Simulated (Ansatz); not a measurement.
Potential energy curve for NH, triplet.

Calculation: Ansatz (a quantum-chemistry and plane-wave program) with unrestricted CAM-B3LYP/cc-pVTZ.

The batch members p0 to p11 hold the bond at 0.84, 0.90, 0.92, 0.99, 1.00, 1.04, 1.08, 1.10, 1.15, 1.20, 1.29, 1.43 Å.

Ansatz input:

Ansatz 0.2 input:
```yaml
# input.yaml
basis:
  gaussian: { orbitals: cc-pvtz }
hamiltonian:
  xc: cam_b3lyp
batch:
  members: [p0.yaml, p1.yaml, p2.yaml, p3.yaml, p4.yaml, p5.yaml, p6.yaml, p7.yaml, p8.yaml, p9.yaml, p10.yaml, p11.yaml]

# p6.yaml, one of the 12 members of this batch
crystal:
  periodic: [false, false, false]
  atoms:
    - { symbol: N, position_ang: [0.0, 0.0, 0.0] }
    - { symbol: H, position_ang: [0.0, 0.0, 1.08] }
total_charge: 0
magnetization:
  spin_polarized: true
  initial_magnetization: 2
```

Lines of the output on each member:

```
Member 2: Total energy: -1502.17571743 eV, -55.2039394043 hartree
Member 3: Total energy: -1502.47111448 eV, -55.2147950457 hartree
Member 4: Total energy: -1502.49008572 eV, -55.2154922260 hartree
Member 6: Total energy: -1502.49175679 eV, -55.2155536366 hartree
Member 7: Total energy: -1502.45912317 eV, -55.2143543732 hartree
Member 1: Total energy: -1502.02710807 eV, -55.1984781109 hartree
Member 0: Total energy: -1501.34915010 eV, -55.1735636153 hartree
Member 8: Total energy: -1502.33612722 eV, -55.2098343555 hartree
Member 5: Total energy: -1502.52086170 eV, -55.2166232222 hartree
Member 9: Total energy: -1502.16805706 eV, -55.2036578909 hartree
Member 10: Total energy: -1501.79415765 eV, -55.1899173412 hartree
Member 11: Total energy: -1501.13399079 eV, -55.1656566565 hartree
```

The unrestricted determinant behind UKS-CAM-B3LYP is spin-contaminated at 1.73 to 4.19 Å (<S²> up to 3.0, against 2.00 for a pure triplet).
